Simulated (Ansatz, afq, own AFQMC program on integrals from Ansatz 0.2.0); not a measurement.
**Cl, doublet → Cl⁺, triplet**

A free Cl atom.

E(triplet, charge +1) − E(doublet, charge +0) at this geometry, on UHF and UHF determinants.

Basis 6-31G. Noble-gas cores (and the filled d shells of Ga–Kr and In–Xe) are frozen. Ansatz 0.2.0 and our own AFQMC program on the same integrals; the CISD trial comes from CCSD amplitudes, and released means the phaseless constraint is let go. Free projection: walkers drawn from exp(T), propagated without any constraint. Its projection time is finite, and what remains of the start isn't in its error. ± is one standard error of the sampling. The errors of all members are added in quadrature.

Full CI on the same integrals is exact in this basis and with this determinant's frozen core.

Errors are counted within 6-31G, not against nature.

| level | vertical ionization energy (eV) |
| --- | --- |
| MP2 | 12.131 |
| CCSD | 12.182 |

From these cheaper values, estimate the vertical ionization energy at the reference level in 6-31G.

12.186 eV (full CI in 6-31G).

```json
{"level": "HF", "vertical ionization energy (eV)": "11.796", "error against FCI (eV)": "-0.390"}
{"level": "CCSD(T)", "vertical ionization energy (eV)": "12.185", "error against FCI (eV)": "0.000"}
{"level": "CCSDT", "vertical ionization energy (eV)": "12.186", "error against FCI (eV)": "0.000"}
{"level": "CCSDT(Q)", "vertical ionization energy (eV)": "12.186", "error against FCI (eV)": "0.000"}
{"level": "CCSDTQ", "vertical ionization energy (eV)": "12.185", "error against FCI (eV)": "0.000"}
{"level": "ph-AFQMC/HF", "vertical ionization energy (eV)": "12.194 ± 0.011", "error against FCI (eV)": "0.008 ± 0.011"}
{"level": "free AFQMC", "vertical ionization energy (eV)": "12.186 ± 0.001", "error against FCI (eV)": "0.000 ± 0.001"}
```

Correlation beyond CCSD(T) changes it by less than 2 meV. The perturbative (T) step is worth +0.003 eV.

CCSDT and higher add their correlation energy to the determinant of the CCSD(T) run, since their own runs factorise the integrals more tightly (a shift of under 2 meV). Free projections are given only where their last times agree within the noise and don't stop above the reference; a slow remainder of the start can still hide under it. A walk keeps the symmetry of its determinant, which the program's search chose and which needn't be the lowest solution, so a lower state of the same spin and another symmetry isn't excluded.
